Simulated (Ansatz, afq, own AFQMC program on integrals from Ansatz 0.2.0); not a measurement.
**GeNH₂, quartet in cc-pVDZ, levels against AFQMC with the constraint released**

```xyz
4

Ge   -0.0306    0.0000    0.2618
N     0.0641    0.0000   -1.4566
H     0.6570   -1.1135    0.6860
H     0.6570    1.1135    0.6860
```

Connectivity, by distances: GeH2–N.

Basis cc-pVDZ. Noble-gas cores (and the filled d shells of Ga–Kr and In–Xe) are frozen. AFQMC by an in-house program on the Cholesky factors that Ansatz 0.2.0 writes for its CCSD(T) run. ph-AFQMC/CISD is guided by a CISD state made of CCSD amplitudes; releasing the constraint for a short imaginary time cuts its bias at the price of noise, slowly where states lie close. Uncertainties: one standard error, sampling alone. No spin–orbit coupling.

Determinant: UHF, the one that the program's search chose, which needn't be the lowest solution. The geometry is a point of a scan.

No full CI on the walks' own integrals is used here. The released AFQMC energy serves as the reference, which it does only where one determinant dominates, the energy is flat over the last release times and near the phaseless one (40 meV or 2 meV an electron, half that with transition metals). On small molecules, where full CI could be run and the noise was under 10 meV, such values lay within 10 meV of it in 19 cases of 20, a flattering rate, since the rule was set on those same cases; what remains of the bias isn't in the error bar.

Cautions: no relativity below Rb; no spin-orbit coupling; inner d shell frozen; lower spins were not checked; the released value is read at 2.40 1/Eh with a noise of 15 meV, more than in the cases checked (meV from the phaseless value at times in 1/Eh: -6 ± 14 at 0.24, -6 ± 9 at 0.51, -5 ± 11 at 0.99, 0 ± 14 at 1.62, 11 ± 15 at 2.40).

The T1 diagnostic is 0.0221, the weight of the determinant in the CISD state is 0.904 and the ⟨S²⟩ of the determinant is 3.764. The size of the correlated space is 11 electrons in 36 orbitals.

| level | correlation energy (eV) |
| --- | --- |
| MP2 | -4.6633 |
| CCSD | -5.6153 |
| CCSD(T) | -5.7261 |

(1) Estimate where AFQMC with the constraint released lies against CCSD(T) on the same integrals.

(1) 0.39 ± 0.35 kcal/mol below CCSD(T). The gap is under twice the noise, so this walk alone can't tell the two apart.

Reference: AFQMC with the constraint released, correlation energy -5.743 ± 0.015 eV.

```
        level  E − E(reference) (kcal/mol)  share of correlation (%)
      CCSD(T)                  0.39 ± 0.35                     99.70
ph-AFQMC/CISD                 -0.25 ± 0.43                    100.19
```

A walk keeps the symmetry of its determinant, which the program's search chose and which needn't be the lowest solution, so a lower state of the same spin and another symmetry isn't excluded. Released energies are given only where the last usable release times agree within the noise; a slower fall can still hide under it.
